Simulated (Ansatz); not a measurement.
Diamond

All values below come from r²SCAN0 (plane waves, PAW; Ansatz, an electronic-structure program).

Run with plane-wave cutoff 520 eV, 12×12×12 k mesh, Fermi–Dirac smearing 0.01 eV, scalar-relativistic PAW data made under PBE.

Cell (relaxed at this level):

```yaml
crystal:
  lattice:
    - [0.00000, 1.76997, 1.76997]
    - [1.76997, 0.00000, 1.76997]
    - [1.76997, 1.76997, 0.00000]
  atoms:
    - { symbol: C, position: [0.00000, 0.00000, 0.00000] }
    - { symbol: C, position: [0.25000, 0.25000, 0.25000] }
```

```
Item                                                     Result
-------------------------------------------  ------------------
bulk modulus B0                                         479 GPa
band gap                                     6.19 eV (indirect)
smallest direct gap on the k points sampled             7.90 eV
width of the whole s-p valence band                    24.68 eV
pressure derivative B′ of the bulk modulus                  3.6
```

Measured, for comparison: bulk modulus 455 GPa (0 K value with the zero-point phonon effect removed; as tabulated in Mejia-Rodriguez and Trickey (2018), arXiv:1807.09216). Computed (rounded) less measured: bulk modulus +5 %.

Computed values are for the static lattice.
